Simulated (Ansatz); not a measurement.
# B2H6: where methods fail along a bond

B2H6: 8 atoms, total charge 0, spin state singlet. Geometry: relaxed at GFN2-xTB.

```xyz
8

B     0.5123   -0.6519    0.3616
H     1.3483   -1.1845   -0.2678
H     0.3617   -0.9945    1.4743
H     0.6297    0.6511    0.2856
B    -0.5127    0.6521   -0.3614
H    -1.3479    1.1852    0.2679
H    -0.3605    0.9943   -1.4738
H    -0.6309   -0.6518   -0.2863
```

The B1–H3 distance is scanned; the parts on either side stay rigid. Basis STO-3G, 2 core orbitals frozen in the correlated methods; program Ansatz 0.2.0. FCI is exact within this basis and core. Energies in eV from each method's value at 1.174 Å; methods without a U are spin-restricted. The shape above is that at 1.174 Å.

```csv
distance (Å),PBE,r2SCAN,PBE0,r2SCAN0,B2PLYP,RPA@PBE,BCCD(T),FCI
1.174,0.00,0.00,0.00,0.00,0.00,0.00,0.00,0.00
1.467,0.89,0.97,1.00,1.05,1.00,0.84,0.88,0.88
1.761,2.50,2.67,2.75,2.86,2.76,2.43,2.46,2.45
2.348,5.40,5.75,6.00,6.21,5.88,5.23,4.80,4.79
2.935,7.14,7.59,8.02,8.28,7.46,6.60,5.50,5.52
```

Departure from the FCI curve at its largest: PBE +1.62 eV at 2.94 Å; r2SCAN +2.07 eV at 2.94 Å; PBE0 +2.49 eV at 2.94 Å; r2SCAN0 +2.76 eV at 2.94 Å; B2PLYP +1.94 eV at 2.94 Å; RPA@PBE +1.08 eV at 2.94 Å; BCCD(T) -0.02 eV at 2.94 Å. Restricted functionals keep the electrons paired too, and rise too high.
